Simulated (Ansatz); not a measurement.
Geometry optimisation, RKS B3LYP/def2-SVP in Ansatz.

The input (input.yaml):

```yaml
crystal:
  periodic: [false, false, false]
  atoms:
    - { symbol: Al, position_ang: [-1.452163, -0.242263, -0.461019] }
    - { symbol: S, position_ang: [1.444983, 1.806003, -0.303793] }
    - { symbol: H, position_ang: [-1.312593, -0.712365, -1.968565] }
    - { symbol: H, position_ang: [-2.574562, 0.774696, -0.000515] }
    - { symbol: H, position_ang: [1.173173, 0.699976, 0.44283] }
    - { symbol: P, position_ang: [-0.312246, -1.433042, 1.140245] }
    - { symbol: H, position_ang: [1.994487, 1.058136, -1.287086] }
    - { symbol: H, position_ang: [0.105916, -0.354189, 1.976005] }
    - { symbol: H, position_ang: [0.932904, -1.596952, 0.462] }
basis:
  gaussian: { orbitals: def2-SVP }
hamiltonian:
  xc: b3lyp
relax:
  f_tol: 0.03
  max_steps: 50
```

Run as:

```bash
$ ansatz run input.yaml --threads 2 --pin off --max-ram 3072MiB --backend cpu --events-out ev --progress --plain --runs-dir out
```

Where does it end, and by what steps?

The forces met the threshold. The force dipped under the threshold on the way, but the program's further checks kept it going. After 18 steps the energy has fallen by 0.394 eV; H5 moved furthest, 1.09 Å. Joined: Al1–S2.

```tsv
step	energy less start (eV)	largest force component (eV/Å)	accepted
0	0.0000	0.491	yes
1	-0.0880	0.927	yes
2	-0.1405	1.280	yes
3	-0.2527	1.005	yes
4	-0.3210	0.638	yes
5	-0.3539	0.153	yes
6	-0.3764	0.069	yes
7	-0.3759	0.257	no
8	-0.3811	0.060	yes
9	-0.3829	0.187	yes
10	-0.3848	0.127	yes
11	-0.3891	0.021	yes
12	-0.3787	0.529	no
13	-0.3908	0.130	yes
14	-0.3916	0.106	yes
15	-0.3926	0.096	yes
16	-0.3931	0.060	yes
17	-0.3933	0.038	yes
18	-0.3937	0.008	yes
```

```xyz
9
Properties=species:S:1:pos:R:3
Al -1.146 -0.080 -0.452
S 0.886 1.574 -0.813
H -1.193 -0.536 -1.976
H -2.126 1.053 0.088
H 1.236 1.787 0.478
P -0.445 -1.709 1.119
H 1.875 0.671 -1.008
H 0.096 -0.780 2.064
H 0.817 -1.980 0.500
```

The run took 13 s on 2 threads of AMD EPYC 9B45 (Zen 5) (shared host), peak memory 0.18 GiB.
